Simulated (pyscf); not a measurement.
H₂P–InH₂ → PH₃ + InH [singlet] (1,1-elimination; singlet surface; In–P, H–In broken, H–P formed). Structures and frequencies: ωB97X-D3(BJ)/def2-SVP in PySCF. MP2 and CC: frozen core, UHF for open shells. ΔMP2 is the change of the MP2 total energy from the triple- to the quadruple-zeta basis. Energies in kcal/mol from the reactant's lowest minimum found.

```json
[
 {"level": "ωB97X-D3(BJ)/def2-TZVP", "barrier": "55.7", "reaction energy": "+19.0"},
 {"level": "r²SCAN/def2-TZVP", "barrier": "42.7", "reaction energy": "+14.1"},
 {"level": "M06-2X/def2-TZVP", "barrier": "?", "reaction energy": "+10.7"},
 {"level": "ωB97M-D3(BJ)/def2-TZVP", "barrier": "52.5", "reaction energy": "+10.6"},
 {"level": "MP2/def2-QZVPP", "barrier": "45.5", "reaction energy": "+12.4"},
 {"level": "CCSD(T)/def2-TZVPP", "barrier": "47.3", "reaction energy": "+11.1"},
 {"level": "CCSD(T)/def2-TZVPP + ΔMP2(QZVPP)", "barrier": "?", "reaction energy": "?"}
]
```

Question: Some entries are withheld; supply them.

Answer: 
- M06-2X/def2-TZVP, barrier: 48.8
- CCSD(T)/def2-TZVPP + ΔMP2(QZVPP), barrier: 46.3
- CCSD(T)/def2-TZVPP + ΔMP2(QZVPP), reaction energy: +11.3

On the product side the descent ends in an adduct with a In–P contact, 9.2 kcal/mol under the separated species and 45.8 kcal/mol under the saddle at ωB97X-D3(BJ)/def2-TZVP. What is counted as broken (In–P) persists as a longer contact in the product adduct; parting that adduct is a step of its own. One saddle was located; it need not be the lowest between these sides. The CCSD(T) − MP2 part came from Ansatz, without density fitting, on the same reference. The frozen core leaves the outer d or s,p core shells of the metals and heavy elements correlated in the MP2 and CC values, and def2-TZVPP describes them poorly, which can shift differences by a few kcal/mol. Elements past Kr carry the def2 core potentials, without spin-orbit coupling.
